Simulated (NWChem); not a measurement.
**hydrogen peroxide (H₂O₂) in NWChem**

```
O
H 1 0.9670
O 1 1.4185 2 101.03
H 3 0.9670 1 101.03 2 117.50
```
Charge 0, spin multiplicity 1.

The numbers come from NWChem runs, not from measurements. Structure: optimised with PBE0/def2-SVP, a minimum by its harmonic frequencies. It is one conformer; others weren't searched.

The correlated methods keep 2 core orbitals frozen. The Pople sets run with spherical d functions.

Worked example. A B2PLYP run in 6-311G** ends its self-consistent part (53 % exact exchange, 47 % B88, 73 % LYP) at -151.33216 Ha, and second-order perturbation theory on those orbitals gives -0.49917 Ha unscaled.

The perturbative term enters with the weight 0.27: -151.33216 + 0.27·(-0.49917) = -151.46694 Ha is the total energy.
